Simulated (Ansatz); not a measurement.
bcc Mo, treated with PBEsol in Ansatz (PAW).

A relaxed, unreconstructed slab of the (310) face has 20 atoms, two equal faces of 15.489 Å² each and an energy of -97942.6921 eV. A bulk cell of 10 atoms with the same orientation and in-plane k mesh has -48974.7072 eV. Energies are extrapolated to zero smearing.

Run with plane-wave cutoff 500 eV, 18×18×1 k mesh (along the axes of the cell as run), Fermi–Dirac smearing 0.1 eV, scalar-relativistic PAW data made under PBE.

Worked out: γ = (E_slab − N E_bulk per atom)/2A = [-97942.6921 − 20 × (-48974.7072/10)]/(2 × 15.489) = 0.2170 eV/Å². With 16.022 J/m² per eV/Å² this is 3.48 J/m², or 3.36 eV per surface cell and face.

Note: the run warned of electron density left in the vacuum.

Ansatz is a quantum-chemistry and plane-wave program.
